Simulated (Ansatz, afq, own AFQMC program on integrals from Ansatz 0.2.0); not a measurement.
# O2, triplet → O2⁺, quartet

```yaml
atoms:
  - { symbol: O, position_ang: [0.0000, 0.0000, 0.0000] }
  - { symbol: O, position_ang: [0.0000, 0.0000, 1.1928] }
```

E(quartet, charge +1) − E(triplet, charge +0) at this geometry, on UHF and UHF determinants.

Basis 6-31G. Only valence electrons are correlated. AFQMC by an in-house program on the Cholesky factors that Ansatz 0.2.0 writes for its CCSD(T) run. The CISD trial takes its coefficients from CCSD amplitudes. Released means that phaseless walkers are propagated on without the constraint, phases kept. Error bars are statistical, one sigma. The errors of all members are added in quadrature.

No full CI on the walks' own integrals is used here; CCSDTQ serves as the reference and is uncertain by about the last step of the cluster series. Each member takes its own surest rung, up to full CI.

Errors are counted within 6-31G, not against nature.

Cautions: O₂ (triplet): lower spins were not checked, full CI with its own frozen core, its ph-AFQMC/CISD value lies 43 ± 11 meV above full CI; O₂⁺ (quartet): lower spins were not checked, its ph-AFQMC/CISD value lies 19 ± 6 meV above CCSDTQ; this needn't be the first ionization.

```csv
level,vertical ionization energy (kcal/mol)
MP2,393.3
HF,344.1
```

Task: From these cheaper values, estimate the vertical ionization energy at the reference level in 6-31G.

Result: 384.4 kcal/mol (CCSDTQ in 6-31G).

```csv
level,vertical ionization energy (kcal/mol),error against CCSDTQ (kcal/mol)
CCSD,382.4,-2.1
CCSD(T),384.0,-0.5
CCSDT,383.7,-0.7
CCSDT(Q),384.4,0.0
ph-AFQMC/CISD,383.9 ± 0.3,-0.6 ± 0.3
released AFQMC,384.3 ± 0.3,-0.1 ± 0.3
```

Correlation beyond CCSD(T) adds 0.5 kcal/mol. The perturbative (T) step is worth +1.6 kcal/mol.

CCSDT and higher add their correlation energy to the determinant of the CCSD(T) run, since their own runs factorise the integrals more tightly (a shift of under 2 meV). A walk keeps the symmetry of its determinant, which the program's search chose and which needn't be the lowest solution, so a lower state of the same spin and another symmetry isn't excluded. Released energies are given only where the last usable release times agree within the noise; a slower fall can still hide under it.
